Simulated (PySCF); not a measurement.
**Nuclear quadrupole coupling in `C=CN1CCC1`**

C₅H₉N.
SMILES with atom numbers: `[CH2:1]=[CH:2][N:3]1[CH2:4][CH2:5][CH2:6]1` (hydrogens: H7, H8 on C1; H9 on C2; H10, H11 on C4; H12, H13 on C5; H14, H15 on C6)

Cartesian coordinates in Å at the GFN2-xTB level; atoms count from 1:
```
atom  x, y, z in Å
C1     2.3904   -0.3724   -0.5443
C2     1.4448    0.5373   -0.3279
N3     0.1043    0.3564   -0.5344
C4    -0.5983   -0.9165   -0.5526
C5    -1.8465   -0.2049   -0.0122
C6    -0.9715    1.0447    0.1611
H7     2.1562   -1.3693   -0.8727
H8     3.4291   -0.1321   -0.4183
H9     1.6963    1.5418   -0.0105
H10   -0.6838   -1.3495   -1.5520
H11   -0.1718   -1.6635    0.1263
H12   -2.2584   -0.6145    0.9059
H13   -2.6385   -0.0896   -0.7468
H14   -1.3107    1.9478   -0.3536
H15   -0.7459    1.2922    1.2045
```

Field gradients from the PBE0/pcSseg-1 density (PySCF, non-relativistic), principal values in atomic units, ordered |Vxx| ≤ |Vyy| ≤ |Vzz|:

```
atom     Vxx     Vyy      Vzz
  N3  0.5714  0.5750  -1.1463
```

Task: Find the asymmetry η = (Vxx − Vyy)/Vzz and the couplings χ = eQV/h (234.96 MHz × Q in barn × V in au), with Q(14N) = 0.02044 b.

Result: 
```csv
atom,environment,nucleus,η,χzz (MHz),χxx (MHz),χyy (MHz)
N3,enamine nitrogen,14N,0.00,-5.51,2.74,2.76
```

The gradient is axial or nearly so (η below 0.05) at N3. 

Task: What is Vzz at N3 in SI units (1 au = 9.71736 × 10²¹ V/m²)?

Result: -1.1463 au = -11.139 × 10²¹ V/m².

Task: And the gradient at the other heavy atoms, for which no coupling is worked out here?

Result: 
| atom | environment | Vzz (au) | η |
| --- | --- | --- | --- |
| C1 | terminal =CH2 carbon | 0.098 | 0.76 |
| C2 | vinylic carbon bearing nitrogen | -0.307 | 0.71 |
| C4 | sp3 carbon bound to nitrogen | 0.237 | 0.41 |
| C5 | four-membered-ring carbon | -0.084 | 0.74 |
| C6 | sp3 carbon bound to nitrogen | 0.236 | 0.39 |

Task: What couplings would deuterons (Q(2H) = 0.00286 b) have in place of the hydrogens, at this geometry?

Result: 
```tsv
atom	bonded to	bond length (Å)	Vzz (au)	η	χzz (kHz)
H7	C1	1.075	0.3466	0.10	233
H8	C1	1.074	0.3497	0.09	235
H9	C2	1.083	0.3203	0.09	215
H10	C4	1.093	0.3007	0.02	202
H11	C4	1.096	0.2927	0.03	197
H12	C5	1.086	0.3154	0.00	212
H13	C5	1.086	0.3150	0.00	212
H14	C6	1.093	0.2989	0.03	201
H15	C6	1.096	0.2933	0.04	197
```

The structure is a single GFN2-xTB conformer in the gas phase; no vibrational or solvent corrections. GFN2-xTB bond lengths can be off by several hundredths of an ångström, more for odd bonds, and the gradients follow them. With a basis this small, the couplings can be 20 % off.

The run behind these numbers computed NMR shieldings as well. The run took 19 s of wall time on Arm Neoverse V1, one thread, no GPU (shared host), and the process peaked at 0.71 GiB of memory.
